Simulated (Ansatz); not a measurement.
Computed with Ansatz on PBE0-D4/def2-TZVP structures; ΔE is electronic, products minus reactants. CBS: def2 TZ/QZ extrapolation, frozen cores. Functionals use def2-TZVPP. Triplets are unrestricted, without spin–orbit coupling.

CH₃SH → `[CH2]` (triplet) + H₂S  (formal loss of a carbene)

| level | ΔE (eV) |
| --- | --- |
| PBE-D4 | 4.46 |
| revPBE-D4 | 4.33 |
| PBE0-D4 | 4.36 |
| r2SCAN0 | 4.09 |

Question: What does CCSD(T)/CBS give? (Estimate.)

Answer: The calculation gave: +4.36 eV. The listed levels differ from it by 0.10, -0.03, 0.00, -0.27 eV.

Question: What do rigid-rotor, harmonic-oscillator terms from PBE0-D4/def2-TZVP frequencies (298.15 K, 1 bar) make of the CCSD(T)/CBS value? (Best estimate.)

Answer: The calculation gave: ΔZPE = -0.37 eV, ΔH = +4.07 eV, ΔS = 148 J/(mol·K), ΔG = +3.61 eV. Open shells count their whole term as degenerate.

Largest T1 diagnostic among the species: 0.011.

From r2SCAN to r2SCAN0 (25 % exact exchange), in def2-TZVPP and without D4, ΔE moves by −0.05 eV. In def2-TZVPP, CCSD(T) changes the Hartree–Fock value by +1.35 eV (the triples alone add +0.12 eV) and MP2 by +1.50 eV.
